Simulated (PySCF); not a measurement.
**How methods differ on the electron affinity of B**

B⁻ [He] 2s2 2p2 (3P) → B [He] 2s2 2p1 (2P), as a difference of total energies. All numbers are calculated (PySCF 2.14, no relativity, point nucleus, in aug-cc-pwCVTZ (7s6p4d2f, 59 functions)). Correlated levels: valence and next inner shell: nothing frozen. The calculations carry no spin-orbit coupling.

```csv
method,electron affinity (eV)
UHF,-0.305
MP2 (valence and next inner shell),0.209
SCS-MP2 (valence and next inner shell),0.059
CCSD (valence and next inner shell),0.172
CCSD(T) (valence and next inner shell),0.235
```

Errors of the correlated levels include the incompleteness of this basis.

A negative affinity means that the anion lies above the atom at that level of theory.

For comparison: 0.280 eV (measured; photodetachment measurements, as compiled on the Wikipedia data page of electron affinities).
